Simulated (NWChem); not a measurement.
# CHFO (formyl fluoride) at HF/3-21G, part 2 of 2

NWChem 7.3.0.

## Step 3: The triplet: a single-point energy at UHF/3-21G

mol.nw

```
start mol
memory total 2200 mb

geometry units angstrom noautosym nocenter noautoz
 O    -0.889340    0.201180    0.827740
 C    -0.046400    0.067520    0.021620
 F     0.585200   -1.091810   -0.181820
 H     0.350540    0.823120   -0.667550
end

basis spherical bse
 * library 3-21G
end

scf
 triplet
 uhf
 thresh 1e-08
 maxiter 80
end

task scf
```

Started as:

```sh
nwchem mol.nw > mol.out
```

Standard output:

```text
Northwest Computational Chemistry Package (NWChem) 7.3.0
             --------------------------------------------------------

           Job information
           ---------------

    nwchem branch   = 7.3.0
    use scalapack   = T
    input           = mol.nw
    prefix          = mol.
    data base       = ./mol.db
    status          = startup
    nproc           =        1

           Memory information
           ------------------

    heap     =     72089598 doubles =      550.0 Mbytes
    stack    =     72089595 doubles =      550.0 Mbytes
    global   =    144179200 doubles =     1100.0 Mbytes (distinct from heap & stack)
    total    =    288358393 doubles =     2200.0 Mbytes
    verify   = yes
    hardfail = no

           Directory information
           ---------------------

  0 permanent = .
  0 scratch   = .

                                NWChem Input Module
                                -------------------

 Scaling coordinates for geometry "geometry" by  1.889725989
 (inverse scale =  0.529177249)

                             Geometry "geometry" -> ""
                             -------------------------

 Output coordinates in angstroms (scale by  1.889725989 to convert to a.u.)

  No.       Tag          Charge          X              Y              Z
 ---- ---------------- ---------- -------------- -------------- --------------
    1 O                    8.0000    -0.88934000     0.20118000     0.82774000
    2 C                    6.0000    -0.04640000     0.06752000     0.02162000
    3 F                    9.0000     0.58520000    -1.09181000    -0.18182000
    4 H                    1.0000     0.35054000     0.82312000    -0.66755000

      Atomic Mass
      -----------

      O                 15.994910
      C                 12.000000
      F                 18.998400
      H                  1.007825

 Effective nuclear repulsion energy (a.u.)      67.6655086824

            Nuclear Dipole moment (a.u.)
            ----------------------------
        X                 Y               Z
 ---------------- ---------------- ----------------
    -3.3557376160   -13.2065579411     8.4049531767

            XYZ format geometry
            -------------------
     4
 geometry
 O                    -0.88934000     0.20118000     0.82774000
 C                    -0.04640000     0.06752000     0.02162000
 F                     0.58520000    -1.09181000    -0.18182000
 H                     0.35054000     0.82312000    -0.66755000

 ==============================================================================
                                internuclear distances
 ------------------------------------------------------------------------------
       center one      |      center two      | atomic units |  angstroms
 ------------------------------------------------------------------------------
    2 C                |   1 O                |     2.21851  |     1.17399
    3 F                |   2 C                |     2.52429  |     1.33580
    4 H                |   2 C                |     2.07306  |     1.09702
 ------------------------------------------------------------------------------
                         number of included internuclear distances:          3
 ==============================================================================

 ==============================================================================
                                 internuclear angles
 ------------------------------------------------------------------------------
        center 1       |       center 2       |       center 3       |  degrees
 ------------------------------------------------------------------------------
    1 O                |   2 C                |   3 F                |   122.88
    1 O                |   2 C                |   4 H                |   127.79
    3 F                |   2 C                |   4 H                |   109.33
 ------------------------------------------------------------------------------
                            number of included internuclear angles:          3
 ==============================================================================

 Summary of "ao basis" -> "" (spherical)
 ------------------------------------------------------------------------------
       Tag                 Description            Shells   Functions and Types
 ---------------- ------------------------------  ------  ---------------------
 *                           3-21G                    on all atoms

                      Basis "ao basis" -> "ao basis" (spherical)
                      -----
  [basis functions not shown]

 Summary of "ao basis" -> "ao basis" (spherical)
 ------------------------------------------------------------------------------
       Tag                 Description            Shells   Functions and Types
 ---------------- ------------------------------  ------  ---------------------
 O                           3-21G                   5        9   3s2p
 C                           3-21G                   5        9   3s2p
 F                           3-21G                   5        9   3s2p
 H                           3-21G                   2        2   2s

                                 NWChem SCF Module
                                 -----------------

  ao basis        = "ao basis"
  functions       =    29
  atoms           =     4
  alpha electrons =    13
  beta  electrons =    11
  charge          =   0.00
  wavefunction    = UHF
  input vectors   = atomic
  output vectors  = ./mol.movecs
  use symmetry    = F
  symmetry adapt  = F

[... 28 lines left out ...]
         Quadratically convergent UHF
[... 1 line left out ...]
 Convergence threshold     :          1.000E-08
[... 13 lines left out ...]
       Final UHF  results
[... 2 lines left out ...]
         Total SCF energy =   -211.413840639395
      One electron energy =   -426.358232499612
      Two electron energy =    147.278883177817
 Nuclear repulsion energy =     67.665508682400
[... 7 lines left out ...]
          Final alpha eigenvalues
[... 27 lines left out ...]
          Final beta eigenvalues
[... 27 lines left out ...]
                    UHF Final Alpha Molecular Orbital Analysis
[... 170 lines left out ...]
                     UHF Final Beta Molecular Orbital Analysis
[... 108 lines left out ...]
    18     -1.152134  2 C  pz                16      0.923464  2 C  px
    29     -0.795019  4 H  s                 17      0.564867  2 C  py
[... 4 lines of this table left out ...]
              MO Center= -3.7D-02, -2.2D-01,  1.2D-01, r^2= 1.3D+00
   Bfn.  Coefficient  Atom+Function         Bfn.  Coefficient  Atom+Function
  ----- ------------  ---------------      ----- ------------  ---------------
    17      1.382053  2 C  py                13     -0.998276  2 C  py
    29     -0.546871  4 H  s                 18     -0.501408  2 C  pz
    24      0.461613  3 F  s                 12      0.310919  2 C  px
[... 4 lines of this table left out ...]
              MO Center= -3.0D-02,  9.4D-02, -4.9D-03, r^2= 1.3D+00
   Bfn.  Coefficient  Atom+Function         Bfn.  Coefficient  Atom+Function
  ----- ------------  ---------------      ----- ------------  ---------------
    12      0.754680  2 C  px                14      0.742581  2 C  pz
    16     -0.710536  2 C  px                18     -0.699156  2 C  pz
    13      0.280825  2 C  py                17     -0.264394  2 C  py

 Vector   19  Occ=0.000000D+00  E= 1.105250D+00
              MO Center=  2.4D-03,  1.6D-01, -6.3D-02, r^2= 1.5D+00
   Bfn.  Coefficient  Atom+Function         Bfn.  Coefficient  Atom+Function
  ----- ------------  ---------------      ----- ------------  ---------------
    18      0.912759  2 C  pz                16     -0.718861  2 C  px
    28      0.716197  4 H  s                 15     -0.711878  2 C  s
    12      0.653421  2 C  px                14     -0.644726  2 C  pz
[... 4 lines of this table left out ...]
              MO Center=  5.9D-02,  5.0D-01, -2.5D-01, r^2= 1.3D+00
   Bfn.  Coefficient  Atom+Function         Bfn.  Coefficient  Atom+Function
  ----- ------------  ---------------      ----- ------------  ---------------
    28      1.025520  4 H  s                 29     -0.860263  4 H  s
    14      0.590319  2 C  pz                12     -0.509135  2 C  px
    11      0.397471  2 C  s                  7     -0.285843  1 O  px
     9      0.273171  1 O  pz                 6     -0.233382  1 O  s
    13     -0.192733  2 C  py

 Vector   21  Occ=0.000000D+00  E= 1.498383D+00
              MO Center=  5.0D-02,  3.5D-01, -1.9D-01, r^2= 1.4D+00
   Bfn.  Coefficient  Atom+Function         Bfn.  Coefficient  Atom+Function
  ----- ------------  ---------------      ----- ------------  ---------------
    15      2.286714  2 C  s                 11     -1.528374  2 C  s
    29     -1.310067  4 H  s                 18     -0.522617  2 C  pz
    17      0.506740  2 C  py                16      0.325665  2 C  px
[... 4 lines of this table left out ...]
              MO Center= -1.1D+00,  2.5D-01,  1.0D+00, r^2= 7.7D-01
   Bfn.  Coefficient  Atom+Function         Bfn.  Coefficient  Atom+Function
  ----- ------------  ---------------      ----- ------------  ---------------
     7      0.945100  1 O  px                 9     -0.890090  1 O  pz
     3     -0.697427  1 O  px                 5      0.660322  1 O  pz
    11     -0.543976  2 C  s                  6      0.244597  1 O  s
[... 4 lines of this table left out ...]
              MO Center= -8.6D-01,  1.8D-01,  8.1D-01, r^2= 9.2D-01
   Bfn.  Coefficient  Atom+Function         Bfn.  Coefficient  Atom+Function
  ----- ------------  ---------------      ----- ------------  ---------------
     7     -0.751824  1 O  px                 9     -0.738880  1 O  pz
     3      0.709537  1 O  px                 5      0.697504  1 O  pz
     8     -0.279513  1 O  py                 4      0.263850  1 O  py
    16      0.227280  2 C  px                18      0.223826  2 C  pz

 center of mass
 --------------
 x =  -0.13033158 y =  -0.62536586 z =   0.36896044

 moments of inertia (a.u.)
 ------------------
         103.514532454930          56.575398511177          47.843257738250
          56.575398511177         104.597237771446         -32.140261155615
          47.843257738250         -32.140261155615         135.177029220237

  Mulliken analysis of the total density
  --------------------------------------

    Atom       Charge   Shell Charges
 -----------   ------   -------------------------------------------------------
    1 O    8     8.29   1.99  0.45  2.09  1.54  2.23
    2 C    6     5.60   1.98  0.41  1.67  0.58  0.96
    3 F    9     9.37   1.99  0.45  2.46  1.55  2.92
    4 H    1     0.73   0.45  0.28

  Mulliken analysis of the alpha density
  --------------------------------------

    Atom       Charge   Shell Charges
 -----------   ------   -------------------------------------------------------
    1 O    8     4.70   0.99  0.23  1.35  0.78  1.33
    2 C    6     3.22   0.99  0.21  1.04  0.33  0.64
    3 F    9     4.73   0.99  0.23  1.27  0.78  1.46
    4 H    1     0.36   0.23  0.13

   Mulliken analysis of the beta density
   -------------------------------------

    Atom       Charge   Shell Charges
 -----------   ------   -------------------------------------------------------
    1 O    8     3.60   0.99  0.21  0.74  0.76  0.89
    2 C    6     2.39   0.99  0.20  0.63  0.25  0.32
    3 F    9     4.64   0.99  0.22  1.19  0.78  1.46
    4 H    1     0.38   0.23  0.15

   Mulliken analysis of the spin density
   -------------------------------------

    Atom       Charge   Shell Charges
 -----------   ------   -------------------------------------------------------
    1 O    8     1.10   0.00  0.02  0.61  0.02  0.44
    2 C    6     0.83   0.00  0.01  0.42  0.07  0.32
    3 F    9     0.09   0.00  0.00  0.08 -0.00  0.00
    4 H    1    -0.02   0.00 -0.02

       Multipole analysis of the density wrt the origin
       ------------------------------------------------

     L   x y z        total         alpha         beta         nuclear
     -   - - -        -----         -----         ----         -------
     0   0 0 0     -0.000000    -13.000000    -11.000000     24.000000

     1   1 0 0      0.030959      2.544700      0.841997     -3.355738
[... 8 lines of this table left out ...]
     2   0 0 2    -11.987044    -19.208235    -15.016477     22.237668

 Task  times  cpu:        0.5s     wall:        0.5s
 Total times  cpu:        0.5s     wall:        0.5s
```

It took 1.1 s on 1 thread of Intel Xeon Platinum 8223CL at 3.00GHz (Skylake/Cascade Lake), shared host; peak memory 0.099 GiB.

## Step 4: Summary of results

What follows sums up all 2 parts.

At HF/3-21G:

```
                                        quantity          value
                           singlet: total energy  -211.56978 Eh
                          singlet: dipole moment         2.45 D
                            singlet: HOMO energy      -13.60 eV
                            singlet: LUMO energy        4.19 eV
                          singlet: HOMO–LUMO gap       17.79 eV
               singlet: largest force on an atom     1.517 eV/Å
                           triplet: total energy  -211.41384 Eh
                          triplet: dipole moment         1.57 D
     triplet: HOMO energy (highest over α and β)       -8.05 eV
      triplet: LUMO energy (lowest over α and β)        0.79 eV
                                   triplet: ⟨S²⟩          2.010
vertical energy of the triplet above the singlet       4.243 eV
```

**Reading.** At this shape the triplet lies 4.24 eV (409 kJ/mol) above the singlet. The largest force (singlet) is 1.52 eV/Å: the shape isn't a stationary point for this species at this level. At HF/3-21G: Experiment gives 2.02 D for the dipole moment (NIST CCCBDB), so the computed value is 0.43 D (21 %) too high.
